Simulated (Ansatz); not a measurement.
## HGeBr⁺, doublet in cc-pVTZ: errors against UCCSDT(Q)

Geometry: that of the HGeBr, singlet, kept fixed.

```yaml
atoms:
  - { symbol: Ge, position_ang: [0.0000, -0.0382, 1.2160] }
  - { symbol: Br, position_ang: [0.0000, 0.0151, -1.1224] }
  - { symbol: H, position_ang: [0.0000, 1.5551, 1.3441] }
```

Basis cc-pVTZ; Ansatz 0.2.0. Only valence electrons are correlated (noble-gas cores and the filled d shells of p-block atoms frozen), which leaves 11 electrons in 72 orbitals. Prefix R: restricted or restricted open-shell reference; prefix U: unrestricted. Active spaces: valence = (11e, 9o) chosen from the atoms' valence shells. No spin–orbit coupling is included, and no scalar relativity.

Full CI isn't at hand for all of this; UCCSDT(Q) serves as the reference, and is uncertain by about the last step of the cluster series. The frozen core follows each run's orbitals, which can shift R against U totals by a few meV for light atoms and by up to 0.1 eV past Ca.

* UHF ⟨S²⟩: 0.790
* T1 diagnostic (RCCSD): 0.0534
* largest doubles amplitude (RCCSD): 0.047
* T1 diagnostic (UCCSD): 0.0373

| level | E − E(UCCSDT(Q)) (kcal/mol) | wall time |
| --- | --- | --- |
| UHF | 172.44 | – |
| UMP2 | 28.11 | – |
| UCCSD | 9.80 | – |
| UCCSD(T) | 1.64 | 1.7 min |
| UCCSDT | 0.66 | – |

Run but not shown, since their state, orbitals or frozen core can't be matched to the reference's or they repeat it: RHF, RMP2, RCCSD, RCCSD(T), BCCD(T), RCCSDT, RCCSDT(Q), CASSCF (valence space), NEVPT2 (valence space), NEVPT4(SD) (valence space), MRCISD (valence space), MRCISD+Q (valence space).

Times hold each run's SCF and search for its determinant on a shared host, so for small cases they say little of a method's own cost; they ran on 1 thread of AMD EPYC 7R13. Some runs computed forces too.

Natural occupations of CASSCF (valence space) about the gap: 1.986 1.971 1.969 1.952 1.015 0.040 0.036 0.033; effectively unpaired electrons, Σ n²(2−n)², 1.03.
